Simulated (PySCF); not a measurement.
## Spin-rotation constants: `CSC1(F)CC1`, C4H7FS

Geometry (Å), atoms numbered from 1 in this order:
```xyz
13

C     2.1112    0.5494   -0.5834
S     1.0973    0.2194    0.8901
C    -0.2863   -0.5789    0.0807
F     0.0485   -1.8019   -0.4348
C    -1.2939    0.2174   -0.6838
C    -1.6666   -0.4262    0.6245
H     3.0232    1.0214   -0.2343
H     2.3393   -0.3921   -1.0740
H     1.5736    1.2152   -1.2521
H    -1.6800   -0.2161   -1.5940
H    -1.1732    1.2893   -0.7125
H    -1.7944    0.2013    1.4919
H    -2.3029   -1.2977    0.6027
```

Computed, not measured: PySCF, GIAO KT3/pcSseg-1 magnetisability, rotational g tensor and spin-rotation constants, non-relativistic, gas phase. Geometry: GFN2-xTB.

(1) Give the nuclear spin-rotation constants along the inertial axes (H = +C I·J) beside the isotropic shieldings.

(2) How do the rotational constants and the g tensor change when H7, H8, H9, H10, H11, H12, H13 are replaced by deuterium?

Answers

(1) Rotational constants 4.6318, 2.2004, 2.0151 GHz. A star marks the isotopologue with that one atom substituted, in its own axes.
```tsv
atom	isotope	Caa (kHz)	Cbb (kHz)	Ccc (kHz)	mean (kHz)	σ (ppm)
F4	19F	2.558	1.419	1.954	1.977	347.2
H7	1H	0.097	-0.225	-0.220	-0.116	29.9
H8	1H	-0.440	0.072	-0.216	-0.195	28.9
H9	1H	-0.401	-0.219	0.018	-0.200	29.3
H10	1H	-0.363	-0.143	-0.112	-0.206	30.4
H11	1H	-0.416	-0.122	-0.125	-0.221	30.9
H12	1H	-0.500	-0.012	-0.182	-0.232	30.7
H13	1H	-0.038	-0.205	-0.197	-0.146	30.4
C1	13C*	0.685	0.336	0.277	0.432	165.4
S2	33S*	0.822	0.671	0.721	0.738	451.3
C3	13C*	1.368	0.379	0.592	0.780	94.6
C5	13C*	0.602	0.210	0.417	0.409	167.2
```
For the geometry as given, no vibrational averaging.

(2) Constants 4.0254, 1.8708, 1.7580 GHz; g -0.0189, 0.0025, -0.0083, against -0.0204, 0.0027, -0.0096 before.
